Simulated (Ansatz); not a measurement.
## SiNH4 (SMILES [NH][SiH3]): the energy, rung by rung

SiNH4 has 6 atoms, charge 0, and is taken as a doublet. SMILES: `[NH][SiH3]`. Geometry: relaxed at PBE0-D4/def2-TZVP.

```xyz
6

N     0.5921   -0.8352    0.9095
Si   -0.2037    0.3476   -0.1100
H     0.9228   -1.6407    0.3727
H    -1.3106   -0.2823   -0.8855
H     0.7895    0.9118   -1.0689
H    -0.7481    1.4348    0.7362
```

Each level gives the energy change with the N1–Si2 bond stretched from 1.753 to 2.191 Å (eV). The values are calculated.

| level | kind | program | value (eV) | less FCI/STO-3G |
| --- | --- | --- | --- | --- |
| U-revPBE/STO-3G | GGA | Ansatz | 0.81 | -0.11 |
| UPBE/STO-3G | GGA | Ansatz | 0.87 | -0.05 |
| UPBE0/STO-3G | global hybrid | Ansatz | 1.08 | +0.16 |
| U-wB97M-V/STO-3G | range-separated hybrid | Ansatz | 1.14 | +0.22 |
| UHSE06/STO-3G | range-separated hybrid | Ansatz | 1.07 | +0.15 |
| UCCSD(T)/STO-3G | coupled cluster or CI | Ansatz | 0.92 | 0.00 |
| UCCSDTQ/STO-3G | coupled cluster or CI | Ansatz | 0.92 | 0.00 |
| FCI/STO-3G | exact in the basis | Ansatz | 0.92 | 0.00 |

FCI/STO-3G is exact within its basis and frozen core, so for wave-function methods in that basis the difference is their error; functionals converge differently with the basis, so for them it is only a difference. The first shape isn't each level's own minimum. The values span 0.81 to 1.14 eV. Spin contamination of the reference (⟨S²⟩ at least 0.1 too high) touches UCCSD(T)/STO-3G, UCCSDTQ/STO-3G. All rows use very small basis sets, so even the best lies far from the true value.
